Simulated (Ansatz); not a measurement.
**A correction line for BHLYP/cc-pVTZ: atomisation enthalpy at 298 K**

The atomisation enthalpy at 298 K in kJ/mol of 6 O-containing molecules: x at BHLYP/cc-pVTZ, y from tabulated heats of molecules and atoms (Active Thermochemical Tables, NIST-JANAF tables). Shapes, held fixed at every level: PBE0-D4/def2-TZVP. Computed values hold a harmonic thermal term (PBE0-D4/def2-TZVP) and the atoms' spin-orbit lowering. Programs: Ansatz 0.2.0.

| molecule | x (kJ/mol) | y (kJ/mol) |
| --- | --- | --- |
| OF2 (oxygen difluoride) | 230 | 383 |
| N2O (nitrous oxide) | 956 | 1112 |
| SiO2 (silicon dioxide molecule) | 1053 | ? |
| CO2 (carbon dioxide) | 1470 | 1609 |
| HOCN (cyanic acid) | 1540 | 1671 |
| C2H2O (ethynol) | 1904 | 2026 |

**Question.** Fit y = c + s·x to the known rows and predict y for SiO2.

**Answer.** 
1. Means of the 5 rows: x = 1220.00, y = 1360.2.
2. Σ(Δx)² = 1682552, Σ(Δx·Δy) = 1650016, so the slope is 1650016/1682552 = 0.98066.
3. Intercept: 1360.2 − (0.98066) × 1220.00 = 163.8. The largest residual of the fit is 11.
4. SiO2: 163.8 + 0.98066 × 1053 = 1196 kJ/mol.

The tabulated heats give 1254 kJ/mol, so the prediction is off by -58 kJ/mol, more than the largest residual. Uncorrected, BHLYP/cc-pVTZ misses SiO2 by -201 kJ/mol, and the other rows by 140 on average. With references in doubt, neither the misses nor the line can be laid on the level alone. Left out in turn, the other rows are missed by 12 kJ/mol on average, so the withheld one doesn't follow the line. The tabulated value of SiO2 is in doubt (older tables, estimates, or at odds with other calculations) and kept here.
